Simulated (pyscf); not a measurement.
HP=PH (SMILES P=P) + SiH₄ (SMILES [SiH4]) → H₃Si–PH–PH₂ (SMILES [SiH3]PP), gas phase, singlet surface. Single points on ωB97X-D3(BJ)/def2-SVP structures (PySCF, gas phase). MP2 and CC: frozen core, UHF for open shells. ΔMP2 is the change of the MP2 total energy from the triple- to the quadruple-zeta basis. ΔG in kcal/mol from CCSD(T)/def2-TZVPP + ΔMP2(QZVPP) energies (ideal gas, 1 atm, RRHO with modes under 100 cm⁻¹ raised to 100, one conformer, R ln 2 for chiral ones without a mode under 150 cm⁻¹).

```tsv
T (K)	ΔG
298	-16.2
600	-7.4
900	?
1200	+8.6
```

Fit a line to the three values, predict ΔG at 900 K, and estimate where the reaction turns unfavourable at 1 atm of each gas.

Least squares gives ΔG = -24.2 + 27.4 × T/1000 K, so ΔS is about -115 J/(mol K) and ΔH about -24.2 kcal/mol over this range (ΔH at 298 K: -25.2). At 900 K the line gives +0.5; the computed value is +0.8. ΔG = 0 falls near 880 K; 1 kcal/mol in the energy moves that by 36 K. This is thermodynamics alone and says nothing of the barrier. The CCSD(T) − MP2 part came from Ansatz, without density fitting, on the same reference.
